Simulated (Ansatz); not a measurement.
# C₄H₄O: how energies converge with the basis set

One table from this session's results is given with a row withheld; the runs are named, their logs left out.

The runs use Ansatz 0.2.0, Gaussian basis; one geometry, several basis sets.

Plan: PBE0-D4/def2-SVP; ωB97M-V/def2-SVP; PBE0-D4/def2-QZVPP; ωB97M-V/def2-QZVPP; CCSD(T)/cc-pV(D+d)Z; CCSD(T)/cc-pV(T+d)Z; CCSD(T)/cc-pV(Q+d)Z; the functionals' def2-TZVPP values are taken from earlier runs.

## The relaxed structure

An earlier PBE0-D4 in a triple-zeta def2 set relaxation fixed the geometry.

SMILES `C#COC=C`, 9 atoms, charge 0, spin multiplicity 1.

Atoms are counted from 1 here; the program's logs count them from 0.

Bond lengths: C1–C2 1.198 Å, C1–H6 1.063 Å, C2–O3 1.295 Å, O3–C4 1.383 Å, C4–C5 1.318 Å, C4–H7 1.084 Å, C5–H8 1.082 Å, C5–H9 1.080 Å. Angles: C2–C1–H6 179.7°, C1–C2–O3 177.9°, C2–O3–C4 117.3°, O3–C4–C5 120.4°, O3–C4–H7 114.1°, C5–C4–H7 125.5°, C4–C5–H8 121.6°, C4–C5–H9 119.2°, H8–C5–H9 119.1°.

The first run:

Input file in.yaml:

```yaml
crystal:
  periodic: [false, false, false]
  atoms:
    - {symbol: C, position_ang: [1.514744, 2.173959, -0.090391]}
    - {symbol: C, position_ang: [0.605813, 1.410679, 0.070499]}
    - {symbol: O, position_ang: [-0.403587, 0.621696, 0.260555]}
    - {symbol: C, position_ang: [-0.232704, -0.713322, -0.056748]}
    - {symbol: C, position_ang: [-1.219318, -1.570594, 0.111775]}
    - {symbol: H, position_ang: [2.317378, 2.855887, -0.231008]}
    - {symbol: H, position_ang: [0.752462, -0.955316, -0.438191]}
    - {symbol: H, position_ang: [-2.181157, -1.259958, 0.498651]}
    - {symbol: H, position_ang: [-1.065231, -2.609331, -0.142243]}
basis:
  gaussian: {orbitals: def2-SVP}
hamiltonian: {xc: pbe0, dispersion: d4}
output: {orbitals: {seedname: orbitals}}
```

The run is started by

```bash
> ansatz run in.yaml --threads 2 --pin off --events-out ev --progress --plain --max-ram 32768MiB --backend cpu
```

Steps of the session up to this table: PBE0-D4 in def2-SVP; ωB97M-V in def2-SVP; PBE0-D4 in def2-QZVPP; ωB97M-V in def2-QZVPP.

One of the session's tables, all rows but one given; the rest of the session is left out.

It belongs to the step «Functionals by basis». 

```
functional       basis  HOMO (eV)  LUMO (eV)
   PBE0-D4    def2-SVP      -6.90       0.22
   PBE0-D4  def2-TZVPP      -6.97      -0.01
   PBE0-D4  def2-QZVPP      -7.00      -0.09
   ωB97M-V    def2-SVP          ?          ?
   ωB97M-V  def2-TZVPP      -9.17       2.13
   ωB97M-V  def2-QZVPP      -9.18       1.95
```

Q: Estimate the row for ωB97M-V, def2-SVP from the others.

The run gave: HOMO (eV): -9.07; LUMO (eV): 2.49. In the column «HOMO (eV)» it lies between ωB97M-V, def2-TZVPP (-9.17) and PBE0-D4, def2-QZVPP (-7.00).
